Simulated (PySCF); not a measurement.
How well do the runs reproduce experiment for C2H2O?

**Experimental background.**

From NIST CCCBDB Release 22 (SRD 101), experimental dipoles, for the gas: dipole moment (microwave Stark effect) 1.42 D.

From NIST CCCBDB Release 22 (SRD 101), experimental polarizabilities, for the gas: mean polarisability 4.4 Å³.

The runs below try to reproduce these values; the comparison stands at the end.

C₂H₂O.
Numbering: `[CH2:1]=[C:2]=[O:3]` (hydrogens: H4, H5 on C1)

Geometry (PBE0-D3(BJ)/def2-TZVP, Å), atoms numbered from 1 in this order:
```
atom  x, y, z in Å
C1    -0.4823   -0.0346    0.2253
C2     0.6963    0.0306   -0.3357
O3     1.7399    0.0879   -0.8306
H4    -1.1632   -0.8233   -0.0583
H5    -0.7584    0.7015    0.9653
```

The PySCF runs (gas phase, on this PBE0-D3(BJ)/def2-TZVP geometry; no spin–orbit coupling):

```
                              level                                                                                         job  basis functions  wall time
PBE0-D3(BJ)/def2-TZVP, grid level 2                                geometry optimisation from a GFN2-xTB start shaken at random              105       14 s
                     B97-2/pcSseg-2                                                                                  shieldings              136      2.8 s
                       KT3/pcSseg-2                                                                                  shieldings              136      4.9 s
                      PBE0/pcSseg-2                                                     shieldings, charges and field gradients              136      3.8 s
                   wB97X-D/pcSseg-2                                                                                  shieldings              136      3.7 s
              CAM-B3LYP/aug-cc-pVTZ                          10 singlets by full TDDFT, 4 Tamm–Dancoff triplets, polarisability              184      5.7 s
                   PBE0/aug-cc-pVTZ  10 singlets by full TDDFT, 4 Tamm–Dancoff triplets, polarisability, dynamic polarisability              184      5.8 s
                wB97X-D/aug-cc-pVTZ               10 singlets by full TDDFT, 4 Tamm–Dancoff triplets, polarisability, ΔSCF ions              184       10 s
```

Hardware: one thread, Arm Neoverse V2 (aarch64), no GPU, on a shared host.

## Comparison

**Dipole moment.** Measured: 1.42 D (NIST CCCBDB Release 22 (SRD 101), experimental dipoles).

```
                level  computed (D)  computed − measured (D)  % (from the printed values)
PBE0-D3(BJ)/def2-TZVP          1.45                    +0.03                           +2
       B97-2/pcSseg-2          1.47                    +0.05                           +4
         KT3/pcSseg-2          1.39                    -0.03                           -2
        PBE0/pcSseg-2          1.48                    +0.06                           +4
     wB97X-D/pcSseg-2          1.47                    +0.05                           +4
CAM-B3LYP/aug-cc-pVTZ          1.53                    +0.11                           +8
     PBE0/aug-cc-pVTZ          1.48                    +0.06                           +4
  wB97X-D/aug-cc-pVTZ          1.48                    +0.06                           +4
```

The computed dipoles belong to one fixed geometry; measured ones are averaged over vibrations unless marked μe. Magnitudes are compared, not signs.

**Mean polarisability.** Measured: 4.4 Å³ (NIST CCCBDB Release 22 (SRD 101), experimental polarizabilities).

```tsv
level	computed (Å³)	computed − measured (Å³)	% (from the printed values)
CAM-B3LYP/aug-cc-pVTZ	4.25	-0.15	-3
PBE0/aug-cc-pVTZ	4.22	-0.18	-4
wB97X-D/aug-cc-pVTZ	4.25	-0.15	-3
```

All 3 levels lie below the measurement. The computed values are static and purely electronic, with core orbitals frozen in the response (1 au = 0.148185 Å³). The table of measured values doesn't say here whether a value is static or optical, or holds a vibrational part.

No measured geometry was used, and the causes of the misses weren't examined.
